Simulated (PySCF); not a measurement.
**Structure from NMR data**

Molecular formula: C₆H₅F. Simulated spectra:

$^{1}$H NMR (300 MHz, computed): δ 7.66 (m, 2H), 7.39 (t, 1H), 7.37 (m, 2H).

$^{13}$C{$^{1}$H} NMR (computed): δ 173.1, 135.7 (2C), 128.9, 121.4 (2C).

- geometry: GFN2-xTB
- shieldings: GIAO PBE0/pcSseg-1
- code: PySCF 2.14.0 with density-fitted response routines
- single conformer, gas phase, averaged over atoms made equivalent by symmetry, fast rotation or ring inversion, no relativistic terms

References, each an isolated molecule treated in the same way: $^{1}$H (σref 31.72), $^{13}$C (σref 186.93) against TMS.

Deduce the structure.

Answers


Rings plus π bonds: 4 (1 ring in the answer). 4 carbon signals for 6 carbons: some carbons are equivalent by symmetry or fast rotation. Carbon types of the structure: 1 × C, 5 × CH, which accounts for all hydrogens. δC 173.1: aromatic carbon bearing fluorine; σ withdrawal by the attached heteroatom moves it downfield of the ring CH carbons. δC 135.7, 128.9, 121.4: aromatic CH. δH 7.66, 7.39, 7.37: hydrogen on an aromatic CH; ring-current deshielding.

Structure: SMILES Fc1ccccc1.

This is the structure that produced the data.

Splittings by $^{19}$F in the carbon and heteronuclear signals aren't shown, as no couplings were computed. Shifts are as computed. Against solution values, carbons near 30 ppm lie about +3 ppm off and those near 130 ppm about +5 ppm. Of 246 compounds with measured shifts, 49 miss one by over three times the rms of a fit or turn the order of signals round; such compounds aren't used in these exercises. Multiplicities follow the n + 1 count of equivalent neighbours, as no J values were calculated; m marks all less simple cases, F and P coupling included.
